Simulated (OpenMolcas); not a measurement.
## Which level was it?

COF2 has 4 atoms, charge 0, and is taken as a singlet. As SMILES, `O=C(F)F`. The coordinates come from a GFN2-xTB relaxation.

```xyz
4

O    -1.2438   -0.1573    0.1539
C    -0.1025   -0.0132    0.0129
F     0.8510   -0.8234    0.4225
F     0.4953    0.9939   -0.5893
```

Orbital energies and the dipole are those of the mean-field step.

A calculation with OpenMolcas 26.06 gave:

The total energy is -312.6366 Eh, the dipole moment is 1.05 D and the HOMO energy is -15.32 eV. The LUMO energy is 1.51 eV, the HOMO–LUMO gap is 16.83 eV and the largest force is 1.843 eV/Å.

Which of these levels gave the numbers?
A. RI-MP2/aug-cc-pVTZ (RICD fitting)
B. MP2/cc-pVTZ
C. MP2/cc-pVDZ
D. RI-MP2/cc-pVQZ (RICD fitting)

A. The others give -312.3090 Eh (MP2/cc-pVDZ), -312.7133 Eh (RI-MP2/cc-pVQZ (RICD fitting)), -312.6136 Eh (MP2/cc-pVTZ).
